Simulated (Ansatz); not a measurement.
Cost and result for the atomization energy of C₃H₃ClF₂ (`C=CC(F)(F)Cl`) (9 atoms, 8 bonds).

```xyz
9

C     1.365   -0.001    0.425
C     0.092    0.350    0.466
C    -0.941   -0.228   -0.437
F    -0.460   -1.204   -1.213
F    -1.956   -0.748    0.274
Cl   -1.621    1.038   -1.496
H     2.083    0.441    1.104
H     1.728   -0.735   -0.284
H    -0.290    1.088    1.162
```

Charge 0, multiplicity 1. Geometry: relaxed with PBE0-D4/def2-TZVP. It is one conformer, not always the lowest. Program: Ansatz. All runs use 4 threads of a server CPU on a shared host. Times are those of one run each, without the atoms' runs, and a repeat can differ threefold. Electronic energies, without spin–orbit coupling; frozen cores. CCSD(T)/CBS adds CCSD(T) − MP2 in def2-TZVPP to the MP2 limit, and its time is that of the two runs behind it. T1 = 0.012. HSE06 is the plane-wave form, built on full-range PBE exchange.

CCSD(T)/CBS is a level of theory with its own doubt, some kJ/mol a heavy atom from the limit and from the frozen cores, so smaller differences don't rank the functionals.

| level | functions | wall time |
| --- | --- | --- |
| LDA (SPW92)/def2-TZVPP | 239 | 1.7 s |
| revPBE-D4/def2-TZVPP | 239 | 1.8 s |
| PBE-D4/def2-TZVPP (with forces) | 239 | 2.3 s |
| HSE06-D4/def2-TZVPP | 239 | 3.1 s |
| PBE0-D4/def2-TZVPP | 239 | 3.3 s |
| r2SCANh-D4/def2-TZVPP | 239 | 5 s |
| B2PLYP/def2-TZVPP | 239 | 5.5 s |
| PBE-QIDH/def2-TZVPP | 239 | 5.5 s |
| CCSD(T)/def2-SVP | 103 | 6 s |
| ωB97M-V/def2-TZVPP (with forces) | 239 | 11 s |
| MP2/def2-QZVPP | 445 | 25 s |
| CCSD(T)/def2-TZVPP | 239 | 3.1 min |
| CCSD(T)/CBS(def2) | – | 3.6 min |

Question: What atomization energy does each give, and how far from CCSD(T)/CBS? (Estimate.)

Answer: The calculation gave: 
```csv
level,atomization (kcal/mol),difference from CCSD(T)/CBS,per bond
LDA (SPW92)/def2-TZVPP,1024.4,163.1,20.4
revPBE-D4/def2-TZVPP,870.0,8.7,1.1
PBE-D4/def2-TZVPP (with forces),899.1,37.8,4.7
HSE06-D4/def2-TZVPP,873.2,11.9,1.5
PBE0-D4/def2-TZVPP,872.3,11.0,1.4
r2SCANh-D4/def2-TZVPP,860.8,-0.5,-0.1
B2PLYP/def2-TZVPP,852.5,-8.8,-1.1
PBE-QIDH/def2-TZVPP,860.9,-0.4,-0.1
CCSD(T)/def2-SVP,822.0,-39.3,-4.9
ωB97M-V/def2-TZVPP (with forces),866.8,5.5,0.7
MP2/def2-QZVPP,880.7,19.4,2.4
CCSD(T)/def2-TZVPP,837.9,-23.4,-2.9
CCSD(T)/CBS(def2),861.3,0.0,0.0
```

Leaving LDA and LC-ωPBE aside and taking each functional with its dispersion term where it has one, the values, not all of them listed here, spread over 76.9 kcal/mol, from BHLYP-D4 to PBE-D4. LDA lies +129.9 kcal/mol from PBE without D4, its usual overbinding. At CCSD(T), def2-SVP lies −39.3 kcal/mol from the extrapolated value and def2-TZVPP −23.4 kcal/mol: correlation converges slowly with the basis, and small sets miss more of it in the bonded molecule than in its fragments. From BLYP to BHLYP (50 % exact exchange), in def2-TZVPP and without D4, the atomization energy moves by −38.0 kcal/mol: exact exchange takes away binding that semilocal exchange gives to molecules.
